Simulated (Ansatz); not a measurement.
Relaxation of BH2O2 (5 atoms, charge 1, multiplicity 1), to a largest force component of 0.02 eV/Å in at most 50 steps.

Theory: Ansatz 0.2.0, UKS PBE0/6-31G.

```xyz
5
Properties=species:S:1:pos:R:3
O -0.744 -0.259 -0.935
B 0.002 0.003 -0.002
O 0.734 0.259 0.944
H -1.353 -0.527 -1.622
H 1.361 0.525 1.616
```

Q: Where does it end, and by what steps?

A: The forces met the threshold. Limits of this set-up: no polarisation functions, the dipole of an ion depends on the origin. After 3 steps the energy has fallen by 0.036 eV; O3 moved furthest, 0.04 Å.

```csv
step,energy less start (eV),largest force component (eV/Å),accepted
0,0.0000,1.121,yes
1,-0.0334,0.133,yes
2,-0.0344,0.029,yes
3,-0.0359,0.003,yes
```

```xyz
5
Properties=species:S:1:pos:R:3
O -0.768 -0.288 -0.934
B 0.000 0.000 0.000
O 0.766 0.288 0.935
H -1.364 -0.519 -1.651
H 1.366 0.518 1.650
```

The run took 7.8 s on 1 thread of Intel(R) Xeon(R) Processor @ 2.70GHz, on a shared host, peak memory 0.12 GiB.
